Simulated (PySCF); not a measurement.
These 2 structures share the formula C3H4O4. Method used: PBE0-D3(BJ)/def2-SVP geometry optimisation, gas phase in PySCF. One conformer each; no zero-point energy, no entropy. No frequencies were run at this level. Point groups hold within 0.08 Å.

Problem. Order them by energy at this level, lowest first, and give relative energies in kJ/mol.
A. `[O:1]=[CH:2][O:3][CH2:4][O:5][CH:6]=[O:7]` with O1–C2–O3–C4 2°, C2–O3–C4–O5 86°, O3–C4–O5–C6 88°, C4–O5–C6–O7 2°
B. `[O:1]=[C:2]([OH:3])[CH2:4][C:5](=[O:6])[OH:7]` with O1–C2–O3–H 0°, O1–C2–C4–C5 37°, C2–C4–C5–O6 54°, C4–C5–O7–H -179°

Solution. B (0.0), A (107.5).

As drawn, the lower has an O–H bond, which the higher lacks.

| SMILES | E (Eh) | E rel (kJ/mol) | dipole (D) | point group | A, B, C (MHz) |
| --- | --- | --- | --- | --- | --- |
| O=C(O)CC(=O)O | -416.90581 | 0.0 | 2.29 | near C2 | 5809, 1624, 1567 |
| O=COCOC=O | -416.86488 | 107.5 | 0.14 | – | 8088, 1507, 1398 |
